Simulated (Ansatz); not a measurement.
```xyz
12

F    -1.268    0.593   -1.750
C    -0.735   -0.189   -0.754
C     0.793   -0.249   -0.691
C     0.660   -0.144    0.830
F     1.557    0.685    1.459
C    -0.757    0.407    0.655
H    -1.208   -1.172   -0.820
H     1.312   -1.103   -1.123
H     1.207    0.682   -1.082
H     0.692   -1.110    1.340
H    -1.538    0.105    1.351
H    -0.715    1.496    0.586
```

The species carries charge 0 and has multiplicity 1.

Problem. List the PBE/def2-TZVPP orbital energies in eV (Ansatz). (Estimate.)

Solution. Ansatz gave: Occupied: -659.76, -659.76, -271.26, -271.26, -269.23, -269.23, -29.97, -29.93, -21.74, -16.98, -16.36, -14.47, -13.23, -12.77, -11.89, -11.42, -10.71, -10.24, -9.89, -9.51, -8.46, -7.63, -7.61, -7.36. Lowest empty: 0.20, 0.56, 1.08, 1.50, 1.63, 2.80, 2.87, 2.95.
